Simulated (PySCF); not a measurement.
# Two-dimensional NMR puzzle

Compound of formula C₄H₈. Correlations simulated from computed shifts and couplings:

HSQC (one-bond C–H):
```csv
δH,δC,"$^{1}J$(C,H) (Hz)"
1.09,21.8,131
0.67,8.2,164
0.43,7.2,165
-0.07,7.2,165
```

COSY cross peaks (|J| ≥ 2 Hz):
```csv
δH,δH,abs. J (Hz),bonds
1.09,0.67,6.3,3
0.67,0.43,9.0,3
0.67,-0.07,5.3,3
0.43,-0.07,6.1,3
```

HMBC (two and three bonds, |J| ≥ 2.5 Hz):
```csv
δH,δC [abs. J in Hz]
1.09,"8.2 [4.7], 7.2 [4.9]"
0.43,21.8 [3.0]
-0.07,21.8 [6.4]
```

[PySCF: shielding tensors at PBE0/pcSseg-1 (GIAO); spin–spin couplings from B3LYP/pcJ-1 (without the spin–dipole term); coordinates at the GFN2-xTB level; one conformer; equivalent nuclei averaged; non-relativistic; in vacuum]

References, each an isolated molecule treated in the same way: $^{1}$H (σref 31.72) and $^{13}$C (σref 186.93) against TMS.

Exchangeable hydrogens are left out of these lists, and C,H couplings along chains are those of one rotamer, so weak HMBC peaks may be missing or extra.

Q: Work out the connectivity.

A: SMILES CC1CC1.

Structure with atom numbers: `[CH3:1][CH:2]1[CH2:3][CH2:4]1` (H(Xn): hydrogen on atom n). Ha(C3), Ha(C4) are cis to C1 on the ring; Hb(C3), Hb(C4) are trans to C1 on the ring.

- δC 21.8 is C1, a methyl carbon (δH 1.09).
- δC 8.2 is C2, a three-membered-ring carbon (δH 0.67).
- δC 7.2 is C3/C4, a three-membered-ring carbon (δH 0.43, -0.07).
- COSY links 1.09–0.67, 0.67–0.43, 0.67–-0.07, 0.43–-0.07.

Unscaled 3J(H,H) at this level run about 10 % above measured values. Shifts are as computed. Against solution values, carbons near 30 ppm lie about +3 ppm off and those near 130 ppm about +5 ppm. Of 1211 compounds with measured shifts, 218 miss one by over three times the rms of a fit or turn the order of signals round; such compounds aren't used in these exercises.
